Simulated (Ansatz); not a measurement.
# One shape, several levels: C2HCl2F (SMILES FC=C(Cl)Cl)

Aim: a comparison of 6 runs (BLYP/6-31G*, PBE-QIDH/6-31G*, r2SCAN/6-31G*, r2SCAN0/6-31G*, B3LYP/6-31G*, BCCD(T)/6-31G*) of C2HCl2F. 

The results are computed with Ansatz 0.2.0.

66 further runs of the same task are left out: 66 set aside as unsound or not needed. Runs told in other sessions of the task aren't counted.

## (1) The system as given

C2HCl2F: 6 atoms, total charge 0, spin state singlet. SMILES: `FC=C(Cl)Cl`. The C3–Cl5 distance was set to 3.080 Å, away from the relaxed value. At this shape a bond of the SMILES string is far longer than usual.

Bond lengths: F1–C2 1.325 Å, C2–C3 1.326 Å, C3–Cl4 1.703 Å, C2–H6 1.082 Å. Angles: F1–C2–C3 121.8°, C2–C3–Cl4 122.7°, F1–C2–H6 114.8°, C3–C2–H6 123.4°. A long bond or contact: C3–Cl5 3.080 Å.

## (2) A single-point energy at BLYP/6-31G(d) (spherical functions) (run 1)

run.yaml reads:

```yaml
crystal:
  periodic: [false, false, false]
  atoms:
    - {symbol: F, position_ang: [0.385956, -2.774607, 1.374081]}
    - {symbol: C, position_ang: [0.351266, -1.504777, 0.996591]}
    - {symbol: C, position_ang: [-0.233394, -1.127077, -0.132449]}
    - {symbol: Cl, position_ang: [-0.986604, -2.228237, -1.191569]}
    - {symbol: Cl, position_ang: [-0.269610, 1.845290, -0.936840]}
    - {symbol: H, position_ang: [0.832886, -0.815917, 1.677731]}
basis:
  gaussian: {orbitals: 6-31G_st_-spherical.json}
hamiltonian: {xc: {name: BLYP}}
output: {orbitals: {seedname: orbitals}}
accuracy: high
```

The basis set 6-31G* is read from a file made from the Basis Set Exchange's data (not shown).

The run is started by

```console
ansatz run run.yaml --threads 1 --pin off --max-ram 3480MiB --events-out events.jsonl --progress --plain --runs-dir runs
```

The log of the run:

```text
Warning: RAYON_NUM_THREADS=1 ignored (pool sized by the plan → 1); use --threads N
Functional definition: BLYP
  name "BLYP"
  parameter beta = 0.0042
  parameter a = 0.04918
  parameter b = 0.132
  parameter c = 0.2533
  parameter d = 0.349
  exchange = b88_x(beta = beta)
  correlation = lyp_c(a = a, b = b, c = c, d = d)
1691 factors; integrals over basis functions are off by at most 1.3e-8 eV
mean field evaluation 1: about -29839.5994 eV, gradient 4.3e1 eV
mean field evaluation 2: about -29759.4655 eV, gradient 1.3e2 eV
mean field evaluation 4: about -29826.9736 eV, gradient 5.5e1 eV
mean field evaluation 8: about -29845.4995 eV, gradient 1.5e-2 eV
mean field evaluation 16: about -29832.4550 eV, gradient 3.8e1 eV
mean field evaluation 32: about -29844.6436 eV, gradient 1.1e1 eV
mean field -29845.49280913 eV, -1096.8016307341 hartree, gradient 4.3e-8 eV, S^2 0.000000; 3 other end points of the search recorded, 0 dependent functions left out
reference -29845.49286044 eV, -1096.8016326196 hartree; 28, 28 occupied and 52, 52 virtual orbitals, 1691 factors
Total energy: -29845.49286044 eV, -1096.8016326196 hartree
```

It took 7.8 s on 1 thread of Arm Neoverse V1, shared host; peak memory 0.19 GiB.

## (3) A single-point energy at PBE-QIDH/6-31G(d) (spherical functions) (run 2)

input.yaml reads:

```yaml
crystal:
  periodic: [false, false, false]
  atoms:
    - symbol: F
      position_ang: [0.385956, -2.774607, 1.374081]
    - symbol: C
      position_ang: [0.351266, -1.504777, 0.996591]
    - symbol: C
      position_ang: [-0.233394, -1.127077, -0.132449]
    - symbol: Cl
      position_ang: [-0.986604, -2.228237, -1.191569]
    - symbol: Cl
      position_ang: [-0.269610, 1.845290, -0.936840]
    - symbol: H
      position_ang: [0.832886, -0.815917, 1.677731]
basis:
  gaussian:
    orbitals: 6-31G_st_-spherical.json
hamiltonian:
  xc: {name: PBE-QIDH}
correlation:
  frozen_orbitals: {C: 1, Cl: 5, F: 1, H: 0}
accuracy: high
output: {orbitals: {seedname: orbitals}}
```

The basis set 6-31G* is read from a file made from the Basis Set Exchange's data (not shown).

The run is started by

```console
ansatz run input.yaml --threads 1 --pin off --max-ram 3480MiB --events-out events.jsonl --progress --plain --runs-dir runs
```

The log of the run, cut to the lines that bear on the results:

```text
Warning: RAYON_NUM_THREADS=1 ignored (pool sized by the plan → 1); use --threads N
Functional definition: PBE-QIDH
  name "PBE-QIDH"
[...]
1691 factors; integrals over basis functions are off by at most 1.3e-8 eV
[...]
mean field -29817.12749709 eV, -1095.7592247432 hartree, gradient 4.8e-8 eV, S^2 0.000000; 0 other end points of the search recorded, 0 dependent functions left out; unrestricted orbitals would lower it
13 core orbitals not correlated: weight in the atoms' cores, before any rotation towards them, 1.000 or more for the frozen orbitals, at most 0.000 for the correlated occupied ones
reference -29817.12749791 eV, -1095.7592247731 hartree; 15, 15 occupied and 52, 52 virtual orbitals, 1691 factors
second order -22.39350963 eV of doubles, -0.00000000 eV of singles
Total energy: -29824.59200112 eV, -1096.0335402064 hartree
```

It took 12 s on 1 thread of Arm Neoverse V1, shared host; peak memory 0.31 GiB.

Runs 3 to 5 aren't shown in full; the table further down has their settings and results.

## (4) A single-point energy at BCCD(T)/6-31G(d) (spherical functions) (run 6)

input.yaml reads:

```yaml
crystal:
  periodic: [false, false, false]
  atoms:
    - {symbol: F, position_ang: [0.385956, -2.774607, 1.374081]}
    - {symbol: C, position_ang: [0.351266, -1.504777, 0.996591]}
    - {symbol: C, position_ang: [-0.233394, -1.127077, -0.132449]}
    - {symbol: Cl, position_ang: [-0.986604, -2.228237, -1.191569]}
    - {symbol: Cl, position_ang: [-0.269610, 1.845290, -0.936840]}
    - {symbol: H, position_ang: [0.832886, -0.815917, 1.677731]}
basis:
  gaussian: {orbitals: 6-31G_st_-spherical.json}
scf: {omitted_lower_state_checks: [cluster_reference, increment]}
accuracy: high
correlation: {method: bccd_t, frozen_orbitals: {C: 1, Cl: 5, F: 1, H: 0}}
```

The basis set 6-31G* is read from a file made from the Basis Set Exchange's data (not shown).

The run is started by

```console
ansatz run input.yaml --threads 1 --pin off --max-ram 3480MiB --events-out events.jsonl --progress --plain --runs-dir runs
```

The log of the run:

```text
Warning: RAYON_NUM_THREADS=1 ignored (pool sized by the plan → 1); use --threads N
[... 12 lines left out ...]
13 core orbitals not correlated: weight in the atoms' cores, before any rotation towards them, 1.000 or more for the frozen orbitals, at most 0.000 for the correlated occupied ones
[... 39 lines left out ...]
WARN: these amplitudes may be one of several solutions (largest doubles amplitude 0.37, level shift 2.35 eV)
Total energy: -29803.88555606 eV, -1095.2725923859 hartree
Checks for a lower state left out: cluster_reference, increment
```

Run time: 33 s. Hardware: 1 thread of Arm Neoverse V1, shared host; peak memory 0.49 GiB.

## (5) Overview of the runs

```tsv
run	level	frozen core orbitals	Cartesian functions	energy (Eh)	HOMO energy (eV)	LUMO energy (eV)	HOMO–LUMO gap (eV)	wall time
1	BLYP/6-31G* (spherical functions)	–	no	-1096.801633	-6.47	-6.14	0.33	7.8 s
2	PBE-QIDH/6-31G* (spherical functions)	13	no	-1096.033540	-9.96	-4.47	5.49	12 s
3	r2SCAN/6-31G* (spherical functions)	–	no	-1096.684339	-7.06	-6.55	0.51	17 s
4	r2SCAN0/6-31G* (spherical functions)	–	no	-1096.635713	-8.42	-5.98	2.44	19 s
5	B3LYP/6-31G* (Cartesian functions)	–	yes	-1096.863694	-7.86	-5.94	1.92	9 s
6	BCCD(T)/6-31G* (spherical functions)	13	no	-1095.272592	–	–	–	33 s
```

## (6) Results

```
                                           quantity           value
                                run 6: total energy  -1095.27259 Eh
run 6: correlation energy (13 core orbitals frozen)      -793.6 mEh
                              run 6: (T) correction      -43.19 mEh
```

**Reading.** Over runs 1, 2, 3, 4, 5 the HOMO–LUMO gap runs from 0.33 eV (BLYP/6-31G*) to 5.49 eV (PBE-QIDH/6-31G*). A double hybrid's value is that of its SCF part. Totals of different functionals can't be ranked against each other. In runs 2, 6 the log says that unrestricted orbitals would lower the reference, so the values rest on an unstable closed-shell determinant (other closed-shell runs at this shape may share the fault). In runs 1, 2, 3, 4, 5 a closed-shell determinant meets a far-stretched bond; if it breaks into open shells, such a determinant describes it badly, and no broken-symmetry solution was shown. All runs together took 98 s, the longest 33 s.
